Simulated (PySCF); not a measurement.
1-chloro-1-propene(E), C3H5Cl.
SMILES with atom numbers: `[CH3:1]/[CH:2]=[CH:3]/[Cl:4]` (hydrogens: H5, H6, H7 on C1; H8 on C2; H9 on C3)

Geometry (PBE0-D3(BJ)/def2-SVP, Å), atoms numbered from 1 in this order:
```
atom  x, y, z in Å
C1    -1.2013    0.0401    0.0175
C2     0.2040   -0.4588    0.0553
C3     1.2744    0.3259   -0.0651
Cl4    2.8951   -0.2707   -0.0209
H5    -1.2456    1.1306   -0.1174
H6    -1.7353   -0.2116    0.9488
H7    -1.7648   -0.4296   -0.8057
H8     0.3611   -1.5349    0.1892
H9     1.2133    1.4093   -0.2018
```

Computed with PySCF at CAM-B3LYP/def2-SVPD, non-relativistic, on one gas-phase PBE0-D3(BJ)/def2-SVP geometry that isn't relaxed in the solvent. The solvent is an IEF-PCM continuum (Bondi radii, 1.10 Å for H, scaled by 1.2), and excitations are vertical TDDFT with non-equilibrium linear response and a frozen core. The model holds no explicit solvent molecules, cavitation or dispersion.

Gas-phase singlets (H = HOMO, L = LUMO):

```json
{"state": "S1", "E (eV)": "6.576", "λ (nm)": "189", "f": "0.000", "leading configurations": "H→L+1 66%, H→L+4 14%, H→L+2 10%"}
{"state": "S2", "E (eV)": "6.713", "λ (nm)": "185", "f": "0.366", "leading configurations": "H→L 96%"}
{"state": "S3", "E (eV)": "7.174", "λ (nm)": "173", "f": "0.000", "leading configurations": "H→L+2 76%, H→L+1 16%"}
{"state": "S4", "E (eV)": "7.445", "λ (nm)": "167", "f": "0.001", "leading configurations": "H→L+3 94%"}
{"state": "S5", "E (eV)": "7.517", "λ (nm)": "165", "f": "0.000", "leading configurations": "H-1→L 98%"}
```

Q: What are the lowest 5 singlets in acetone (ε = 20.49)?

A: 
| state | E (eV) | λ (nm) | f | leading configurations | change by rank (eV) |
| --- | --- | --- | --- | --- | --- |
| S1 | 6.583 | 188 | 0.001 | H→L+1 76%, H→L+4 10% | +0.007 |
| S2 | 6.668 | 186 | 0.459 | H→L 97% | -0.045 |
| S3 | 7.125 | 174 | 0.000 | H→L+2 91% | -0.049 |
| S4 | 7.597 | 163 | 0.000 | H→L+3 94% | +0.152 |
| S5 | 7.731 | 160 | 0.001 | H-1→L 96% | +0.214 |

Q: Give the list for acetonitrile (ε = 35.69), n² = 1.81.

A: 
```json
{"state": "S1", "E (eV)": "6.584", "λ (nm)": "188", "f": "0.001", "leading configurations": "H→L+1 77%, H→L+4 10%", "change by rank (eV)": "+0.008"}
{"state": "S2", "E (eV)": "6.675", "λ (nm)": "186", "f": "0.457", "leading configurations": "H→L 97%", "change by rank (eV)": "-0.038"}
{"state": "S3", "E (eV)": "7.124", "λ (nm)": "174", "f": "0.000", "leading configurations": "H→L+2 91%", "change by rank (eV)": "-0.050"}
{"state": "S4", "E (eV)": "7.603", "λ (nm)": "163", "f": "0.000", "leading configurations": "H→L+3 94%", "change by rank (eV)": "+0.158"}
{"state": "S5", "E (eV)": "7.737", "λ (nm)": "160", "f": "0.001", "leading configurations": "H-1→L 96%", "change by rank (eV)": "+0.220"}
```

Q: The ground-state energy changes by -0.106 eV from gas to acetonitrile. By how much does the total energy of gas-phase S2 change?

A: E(S2) = E(S0) + excitation energy, so it changes by -0.106 − 0.038 = -0.144 eV: it is lowered more than the ground state, which is what a red shift means. This is the vertical state, with the slow part of the continuum still set for S0.

Q: How do the frontier levels move from gas to acetonitrile?

A: 
```
orbital  gas (eV)  solvent (eV)  change (eV)                  Löwdin shares, gas              Löwdin shares, solvent
 LUMO+2      1.87          1.78        -0.09           Cl4 57 %, C3 21 %, H9 9 %  Cl4 50 %, C3 18 %, C2 10 %, C1 9 %
 LUMO+1      1.35          1.54        +0.19   C1 29 %, Cl4 20 %, H6 9 %, H7 9 %   Cl4 48 %, C1 17 %, C3 8 %, C2 6 %
   LUMO      1.07          1.19        +0.12  C3 34 %, C2 33 %, Cl4 10 %, C1 6 %  C3 34 %, C2 33 %, Cl4 11 %, C1 6 %
   HOMO     -8.48         -8.45        +0.03  Cl4 31 %, C3 28 %, C2 27 %, C1 7 %  C3 29 %, Cl4 28 %, C2 28 %, C1 7 %
 HOMO-1    -10.26        -10.39        -0.13                   Cl4 80 %, C3 12 %           Cl4 78 %, C3 13 %, H9 4 %
 HOMO-2    -11.69        -11.70        -0.01   Cl4 59 %, C3 22 %, C2 8 %, C1 5 %  C2 26 %, C1 26 %, H8 14 %, H5 14 %
 HOMO-3    -11.94        -11.77        +0.17  C2 27 %, C1 22 %, H8 15 %, H5 10 %   Cl4 61 %, C3 20 %, C1 6 %, C2 6 %
```

The HOMO–LUMO gap goes from 9.55 to 9.64 eV. Rows go by rank; for HOMO-3, HOMO-2, LUMO, LUMO+1 and LUMO+2 the atom shares or the degeneracy differ between the runs, so the row needn't follow one orbital.
